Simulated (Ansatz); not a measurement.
## Nickel, fcc: convergence with Fermi-Dirac smearing

Computed with Ansatz, LDA, scalar-relativistic PAW, on the relaxed cell (a = 3.425 Å; ferromagnetic, net 0.58 μB per atom). Errors count from a run at 420 eV on a Γ-centred 26×26×26 mesh with Fermi-Dirac smearing of 0.05 eV, extrapolated to zero width. Fixed here: cutoff 420 eV, mesh 16×16×16.

| width (eV) | E(σ→0) error (meV/atom) | F error (meV/atom) | P (GPa) | sphere moment (μB) | SCF iterations |
| --- | --- | --- | --- | --- | --- |
| 0.01 | -1.8 | -2.1 | -0.63 | 0.60 | 13 |
| 0.03 | -1.9 | -4.2 | -0.56 | 0.60 | 14 |
| 0.1 | -1.7 | -27.5 | -0.05 | 0.59 | 14 |
| 0.2 | 4.0 | -108.4 | 0.61 | 0.31 | 18 |
| 0.3 | -19.3 | -242.0 | 2.02 | 0.00 | 21 |
| 0.6 | -130.7 | -804.8 | 9.15 | 0.00 | 18 |
| 1.0 | -335.1 | -1877.7 | 22.01 | 0.00 | 15 |
